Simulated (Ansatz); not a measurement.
# RPA@PBE/aug-cc-pVTZ run of SiCl (SMILES [Si]Cl)

What is the energy change on altering one bond length of SiCl at RPA@PBE/aug-cc-pVTZ? 

The calculation is run with Ansatz 0.2.0.

40 further runs of the same task are left out: 40 set aside as unsound or not needed.

## (1) The structure to begin with

SiCl: 2 atoms, total charge 0, spin state doublet. As SMILES, `[Si]Cl`. The coordinates come from a PBE0-D4/def2-TZVP relaxation.

Bond lengths: Si1–Cl2 2.067 Å.

## (2) The energy at RPA@PBE/aug-cc-pVTZ

File input.yaml:

```yaml
crystal:
  periodic: [false, false, false]
  atoms:
    - {symbol: Si, position_ang: [0.881810, -0.293660, 0.452120]}
    - {symbol: Cl, position_ang: [-0.881810, 0.293660, -0.452120]}
basis:
  gaussian:
    orbitals: aug-cc-pVTZ
correlation:
  method: rpa
  frozen_orbitals: {Cl: 5, Si: 5}
total_charge: 0
magnetization:
  spin_polarized: true
  initial_magnetization: 1
accuracy: high
hamiltonian:
  xc: pbe
```

Run with:

```sh
ansatz run input.yaml --threads 1 --pin off --max-ram 3480MiB --events-out events.jsonl --progress --plain --runs-dir runs
```

Log:

```text
Warning: RAYON_NUM_THREADS=1 ignored (pool sized by the plan → 1); use --threads N
Functional definition: PBE
  name "PBE"
  parameter kappa = 0.804
  parameter beta = 0.06672455060314922
  exchange = pbe_x(kappa = kappa, mu = beta*pi^2/3)
  correlation = pbe_c(beta = beta)
1299 factors; integrals over basis functions are off by at most 3.8e-9 eV
mean field evaluation 1: about -20390.6234 eV, gradient 9.2e0 eV
mean field evaluation 2: about -20390.6202 eV, gradient 9.2e0 eV
mean field evaluation 4: about -20391.0843 eV, gradient 2.7e0 eV
mean field evaluation 8: about -20391.1361 eV, gradient 5.9e-2 eV
mean field evaluation 16: about -20391.1361 eV, gradient 1.8e-5 eV
mean field evaluation 32: about -20391.1361 eV, gradient 1.6e-8 eV
mean field -20391.13610469 eV, -749.3604302390 hartree, gradient 3.1e-8 eV, S^2 0.755239; 4 other end points of the search recorded, 0 dependent functions left out
10 core orbitals not correlated: weight in the atoms' cores, before any rotation towards them, 1.000 or more for the frozen orbitals, at most 0.000 for the correlated occupied ones
reference -20365.88133186 eV, -748.4323344557 hartree; 6, 5 occupied and 84, 85 virtual orbitals, 1299 factors
Total energy: -20378.88231877 eV, -748.9101119123 hartree
```

Wall time 7.2 s (1 thread of Intel Xeon 6975P-C (Granite Rapids), shared host); peak memory 0.29 GiB.

## (3) The distorted shape, same level

File input.yaml:

```yaml
crystal:
  periodic: [false, false, false]
  atoms:
    - {symbol: Si, position_ang: [2.292705, -0.763516, 1.175512]}
    - {symbol: Cl, position_ang: [-0.881810, 0.293660, -0.452120]}
basis:
  gaussian: {orbitals: aug-cc-pVTZ}
magnetization: {spin_polarized: true, initial_magnetization: 1}
hamiltonian: {xc: pbe}
accuracy: high
correlation: {method: rpa, frozen_orbitals: {Cl: 5, Si: 5}}
```

Run with:

```sh
ansatz run input.yaml --threads 1 --pin off --max-ram 3480MiB --events-out events.jsonl --progress --plain --runs-dir runs
```

Log, shortened:

```text
Warning: RAYON_NUM_THREADS=1 ignored (pool sized by the plan → 1); use --threads N
[... 2 set-up lines as earlier in the session ...]
[...]
1266 factors; integrals over basis functions are off by at most 3.7e-9 eV
[...]
mean field -20387.89502854 eV, -749.2413228872 hartree, gradient 1.8e-8 eV, S^2 1.000623; 9 other end points of the search recorded, 0 dependent functions left out
10 core orbitals not correlated: weight in the atoms' cores, before any rotation towards them, 1.000 or more for the frozen orbitals, at most 0.000 for the correlated occupied ones
reference -20361.67671844 eV, -748.2778177625 hartree; 6, 5 occupied and 84, 85 virtual orbitals, 1266 factors
Total energy: -20375.90513084 eV, -748.8007022739 hartree
```

It took 20 s on 1 thread of Intel Xeon 6975P-C (Granite Rapids), shared host; peak memory 0.27 GiB.

## (4) Outcome

At RPA@PBE/aug-cc-pVTZ, 10 core orbitals frozen:

```
                                                           quantity          value
                                          first shape: total energy  -748.91011 Eh
                      first shape: RPA correlation energy (valence)     -477.8 mEh
                     first shape: ⟨S²⟩ of the reference determinant          0.755
                                      distorted shape: total energy  -748.80070 Eh
                  distorted shape: RPA correlation energy (valence)     -522.9 mEh
                 distorted shape: ⟨S²⟩ of the reference determinant          1.001
energy change with the Si1–Cl2 bond stretched from 2.067 to 3.721 Å       2.977 eV
```

What this shows: With the Si1–Cl2 bond stretched from 2.067 to 3.721 Å the energy rises by 2.98 eV (69 kcal/mol). The first shape isn't relaxed at this level, so the change isn't measured from a minimum. ⟨S²⟩ (distorted shape) is 1.00 where a pure doublet has 0.75: the reference is spin-contaminated.
